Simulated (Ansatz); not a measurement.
# BNH2 (triplet): wave-function methods side by side at a displaced geometry (v2), cc-pVDZ

An exercise on one series of results from a longer session: the logs are not shown, and one member is left open.

Computed with Ansatz 0.2.0, Gaussian basis. Level: cc-pVDZ, core rule «outside noble gas», up to 2 orbitals frozen.

To be run: UHF; CCSD(T) on ROHF; CCSD(T) on UHF; BCCD(T) on ROHF; CISD; CCSDT(Q) on ROHF; CCSDT(Q) on UHF; CASSCF and MRCISD+Q, 10 electrons in 10 orbitals; CASSCF and NEVPT2, 10 electrons in 10 orbitals.

22 further runs of the same task are left out: 9 that didn't finish, 13 set aside as unsound or not needed.

### The system

The geometry is a PBE0/def2-TZVP stationary point (not a proven minimum) with its atoms shifted at random (size 0.100 Å).

4 atoms, charge 0, spin multiplicity 3.

Atoms are counted from 1 here; the program's logs count them from 0.

Bond lengths: B1–N2 1.375 Å, B1–H3 1.199 Å, N2–H4 0.959 Å. Angles: N2–B1–H3 112.5°, B1–N2–H4 140.2°.

Set-up of the first run:

File in.yaml:

```yaml
crystal:
  periodic: [false, false, false]
  atoms:
    - {symbol: B, position_ang: [0.089570, -0.124495, 0.766907]}
    - {symbol: N, position_ang: [-0.075304, -0.014537, -0.593381]}
    - {symbol: H, position_ang: [0.001316, 0.931875, 1.327007]}
    - {symbol: H, position_ang: [0.084425, 0.605446, -1.306893]}
basis:
  gaussian: {orbitals: cc-pVDZ}
magnetization: {spin_polarized: true, initial_magnetization: 2}
hamiltonian: {xc: hf}
output: {orbitals: {seedname: orbitals}}
```

The run is started by

```sh
> ansatz run in.yaml --threads 1 --pin off --events-out ev --progress --plain --max-ram 2393MiB
```

Steps of the session up to this table: UHF; CCSD(T) on ROHF; CCSD(T) on UHF; BCCD(T) on ROHF; CISD; CCSDT(Q) on ROHF; CCSDT(Q) on UHF; CASSCF and MRCISD+Q, 10 electrons in 10 orbitals; CASSCF and NEVPT2, 10 electrons in 10 orbitals.

One table of the session follows, with a row left open; its other results are not shown here.

```
          method  from UCCSDT(Q) (kJ/mol)
            ROHF                   +618.6
             UHF                   +607.3
            RMP2                    +97.0
            UMP2                    +97.5
            CISD                    +56.0
           RCCSD                    +21.2
           UCCSD                    +21.0
        RCCSD(T)                     +4.7
        UCCSD(T)                     +4.7
         BCCD(T)                     +4.6
          RCCSDT                     +1.2
          UCCSDT                     +1.2
       RCCSDT(Q)                     +0.2
       UCCSDT(Q)                        0
  CASSCF valence                   +374.7
  NEVPT2 valence                    +86.7
  MRCISD valence                    +21.8
MRCISD+Q valence                        ?
```

**Question.** Estimate the row for MRCISD+Q valence.

As computed: from UCCSDT(Q) (kJ/mol): +4.2. In the column «from UCCSDT(Q) (kJ/mol)» it lies between UCCSDT (+1.2) and BCCD(T) (+4.6).

Limits of these values: Restricted and unrestricted rows rest on different reference determinants; where their highest levels disagree by more than a few hundredths of an eV, they describe different states and don't form one ladder.
